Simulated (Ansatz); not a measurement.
# BH3 (borane) at 6 levels

We compute a comparison of 6 runs (UPBE0/3-21G, r2SCAN/3-21G, revPBE/3-21G, B3LYP/6-31G*, r2SCAN/6-31G*, CCSD/6-31G*) of BH3 (borane). 

The calculation is run with Ansatz 0.2.0.

54 further runs of the same task are left out: 54 set aside as unsound or not needed.

## 1. The system as given

The species is BH3 (4 atoms), meant as a singlet with charge 0. As SMILES, `B`. The H2–B1 distance was set to 2.984 Å, away from the relaxed value. At this shape a bond of the SMILES string is far longer than usual.

Bond lengths: B1–H3 1.193 Å, B1–H4 1.193 Å. Angles: H3–B1–H4 120.0°.

## 2. The energy at UPBE0/3-21G (run 1)

run.yaml reads:

```yaml
crystal:
  periodic: [false, false, false]
  atoms:
    - {symbol: B, position_ang: [-1.438531, -0.610292, -0.865939]}
    - {symbol: H, position_ang: [0.982200, 0.381700, 0.568800]}
    - {symbol: H, position_ang: [-1.728631, -1.766992, -0.817839]}
    - {symbol: H, position_ang: [-2.116831, 0.149708, -1.487739]}
basis:
  gaussian:
    orbitals: 3-21G.json
magnetization:
  spin_polarized: true
  initial_magnetization: 0
hamiltonian:
  xc: pbe0
accuracy: high
```

The basis set 3-21G is read from a file made from the Basis Set Exchange's data (not shown).

On the command line:

```sh
$ ansatz run run.yaml --threads 1 --pin off --max-ram 2610MiB --events-out events.jsonl --progress --plain --runs-dir runs
```

Log:

```text
Warning: RAYON_NUM_THREADS=1 ignored (pool sized by the plan → 1); use --threads N
Functional definition: PBE0
  name "PBE0"
  parameter a = 0.25
  parameter kappa = 0.804
  parameter beta = 0.06672455060314922
  exchange = (1 - a)*pbe_x(kappa = kappa, mu = beta*pi^2/3) + a*exact_x
  correlation = pbe_c(beta = beta)
284 factors; integrals over basis functions are off by at most 3.0e-9 eV
mean field evaluation 1: about -712.8239 eV, gradient 4.6e0 eV
mean field evaluation 2: about -710.4486 eV, gradient 1.3e1 eV
mean field evaluation 4: about -713.1022 eV, gradient 4.4e-1 eV
mean field evaluation 8: about -713.0836 eV, gradient 3.9e-3 eV
mean field evaluation 16: about -713.0836 eV, gradient 4.1e-8 eV
mean field evaluation 32: about -714.0037 eV, gradient 3.4e-1 eV
mean field -714.00510203 eV, -26.2392035295 hartree, gradient 1.6e-8 eV, S^2 0.885036; 5 other end points of the search recorded, 0 dependent functions left out
reference -714.00510355 eV, -26.2392035853 hartree; 4, 4 occupied and 11, 11 virtual orbitals, 284 factors
Total energy: -714.00510355 eV, -26.2392035853 hartree
```

Run time: 1.8 s. Hardware: 1 thread of Arm Neoverse V1, shared host; peak memory 0.093 GiB.

## 3. The energy at r2SCAN/3-21G (run 2)

job.yaml reads:

```yaml
basis:
  gaussian: {orbitals: 3-21G.json}
crystal:
  periodic: [false, false, false]
  atoms:
    - {symbol: B, position_ang: [-1.438531, -0.610292, -0.865939]}
    - {symbol: H, position_ang: [0.982200, 0.381700, 0.568800]}
    - {symbol: H, position_ang: [-1.728631, -1.766992, -0.817839]}
    - {symbol: H, position_ang: [-2.116831, 0.149708, -1.487739]}
hamiltonian: {xc: {name: r2SCAN}}
accuracy: high
```

The basis set 3-21G is read from a file made from the Basis Set Exchange's data (not shown).

On the command line:

```sh
$ ansatz run job.yaml --threads 1 --pin off --max-ram 2610MiB --events-out events.jsonl --progress --plain --runs-dir runs
```

Log:

```text
Warning: RAYON_NUM_THREADS=1 ignored (pool sized by the plan → 1); use --threads N
Functional definition: r2SCAN
  name "r2SCAN"
  parameter k0 = 0.174
  parameter k1 = 0.065
  parameter a1 = 4.9479
  exchange = r2scan_x(k0 = k0, k1 = k1, a1 = a1)
  correlation = r2scan_c
284 factors; integrals over basis functions are off by at most 3.0e-9 eV
mean field evaluation 1: about -713.6716 eV, gradient 5.8e0 eV
mean field evaluation 2: about -710.6259 eV, gradient 2.0e1 eV
mean field evaluation 4: about -713.8240 eV, gradient 2.0e0 eV
mean field evaluation 8: about -713.8279 eV, gradient 2.2e-1 eV
mean field evaluation 16: about -713.8282 eV, gradient 8.7e-7 eV
mean field -713.82818050 eV, -26.2327017833 hartree, gradient 7.3e-8 eV, S^2 0.000000; 0 other end points of the search recorded, 0 dependent functions left out
reference -713.82818093 eV, -26.2327017989 hartree; 4, 4 occupied and 11, 11 virtual orbitals, 284 factors
Total energy: -713.82818093 eV, -26.2327017989 hartree
```

Wall time 1.2 s (1 thread of Arm Neoverse V1, shared host); peak memory 0.096 GiB.

Runs 3 to 5 aren't shown in full; the table further down has their settings and results.

## 4. A single-point energy at CCSD/6-31G(d) (spherical functions) (run 6)

in.yaml reads:

```yaml
crystal:
  periodic: [false, false, false]
  atoms:
    - {symbol: B, position_ang: [-1.438531, -0.610292, -0.865939]}
    - {symbol: H, position_ang: [0.982200, 0.381700, 0.568800]}
    - {symbol: H, position_ang: [-1.728631, -1.766992, -0.817839]}
    - {symbol: H, position_ang: [-2.116831, 0.149708, -1.487739]}
basis:
  gaussian:
    orbitals: 6-31G_st_-spherical.json
correlation:
  method: ccsd
  frozen_orbitals: {B: 1, H: 0}
accuracy: high
scf:
  omitted_lower_state_checks: [cluster_reference, increment]
```

The basis set 6-31G* is read from a file made from the Basis Set Exchange's data (not shown).

On the command line:

```sh
$ ansatz run in.yaml --threads 1 --pin off --max-ram 2610MiB --events-out events.jsonl --progress --plain --runs-dir runs
```

Log, cut to the lines that bear on the results:

```text
Warning: RAYON_NUM_THREADS=1 ignored (pool sized by the plan → 1); use --threads N
Functional definition: HF
  name "HF"
[...]
409 factors; integrals over basis functions are off by at most 1.3e-8 eV
[...]
mean field -711.75051500 eV, -26.1563489845 hartree, gradient 1.2e-8 eV, S^2 0.000000; 1 other end points of the search recorded, 0 dependent functions left out; unrestricted orbitals would lower it
1 core orbitals not correlated: weight in the atoms' cores, before any rotation towards them, 1.000 or more for the frozen orbitals, at most 0.000 for the correlated occupied ones
reference -711.75051500 eV, -26.1563489845 hartree; 3, 3 occupied and 16, 16 virtual orbitals, 409 factors
second order -2.80010626 eV of doubles, -0.00000000 eV of singles
cycle   1  -3.09004255 eV  change   -8.2e-1 eV  update   1.4e-1
[...]
cycle  27  -4.42321618 eV  change   2.4e-10 eV  update  4.4e-11
WARN: these amplitudes may be one of several solutions (largest doubles amplitude 0.59, level shift 3.89 eV)
Total energy: -716.17373118 eV, -26.3188991809 hartree
Checks for a lower state left out: cluster_reference, increment
```

Wall time 0.18 s (1 thread of Arm Neoverse V1, shared host).

## 5. All runs side by side

```
run                                level  frozen core orbitals  energy (Eh)  wall time
  1                          UPBE0/3-21G                     –   -26.239204      1.8 s
  2                         r2SCAN/3-21G                     –   -26.232702      1.2 s
  3                         revPBE/3-21G                     –   -26.260284     0.45 s
  4   B3LYP/6-31G* (spherical functions)                     –   -26.416985     0.81 s
  5  r2SCAN/6-31G* (spherical functions)                     –   -26.381053      1.4 s
  6    CCSD/6-31G* (spherical functions)                     1   -26.318899     0.18 s
```

## 6. Outcome

| quantity | value |
| --- | --- |
| run 6: total energy | -26.31890 Eh |
| run 6: correlation energy (1 core orbital frozen) | -162.6 mEh |
| run 6: T1 diagnostic | 0.070 |

What this shows: Totals of different functionals can't be ranked against each other. In run 6 the T1 diagnostic is large, so a single reference may not serve. In run 6 the log says that unrestricted orbitals would lower the reference, so the values rest on an unstable closed-shell determinant (other closed-shell runs at this shape may share the fault). Spin contamination of the reference: run 1 ⟨S²⟩ = 0.89. Where it is this large, the reference is a mixture of spin states, and values that rest on it are in doubt. All runs together took 5.8 s, the longest 1.8 s.
